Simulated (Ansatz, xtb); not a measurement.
Isomers of C5H6F+ in order of energy

4 gas-phase structures of C5H6F+, from a drawn sample of its isomers (lower ones may exist). Each was relaxed with GFN2-xTB:

A. `C[C+]1C=C[C@@H]1F`, a singlet
B. `Cc1c(C)[c+]1F`, a singlet
C. `FC1=CCC[CH+]1`, a singlet
D. `F[C@@H]1[CH+]C=CC1`, a singlet

Task: Make a reasoned guess at their ranking by r2SCAN-D4/def2-SVP single-point energy.

Result: Calculated order at r2SCAN-D4/def2-SVP: C (0.0), D (8.7), B (15.7), A (25.8) kcal/mol.

Energies above the lowest of each column, in kcal/mol; the last columns are at B3LYP-D3(BJ)/def2-SVP geometries and were run for some of them only (a dash: not run or not comparable):

| structure | GFN2-xTB | HF/STO-3G | r2SCAN-D4/def2-SVP | B3LYP-D3(BJ)/def2-SVP | CCSD(T)/def2-SVP + ΔMP2/def2-TZVPP |
| --- | --- | --- | --- | --- | --- |
| C | 0.0 | 0.0 | 0.0 | 0.0 | 0.0 |
| D | 10.1 | 6.3 | 8.7 | 6.8 | 4.7 |
| B | 25.9 | 13.2 | 15.7 | 15.3 | 15.7 |
| A | 31.8 | 33.5 | 25.8 | – | – |

Every level run on C puts it lowest or level with the lowest. Flexible structures stand in one conformer each, not always the lowest. Frequencies (GFN2-xTB) were run for B, C, D alone. The ΔMP2 step shifts differences by up to 3.7 kcal/mol, which makes them less sure. ΔMP2 is the change of the MP2 energy from the smaller to the larger basis.

Over these structures GFN2-xTB departs from r2SCAN-D4/def2-SVP by 3.7 kcal/mol on average once a common shift is removed. A GFN2-xTB relaxation took about 0.13 s and the r2SCAN-D4/def2-SVP energy about 2.4 s on a shared host (Ansatz 0.2.0, xtb 6.7.1).
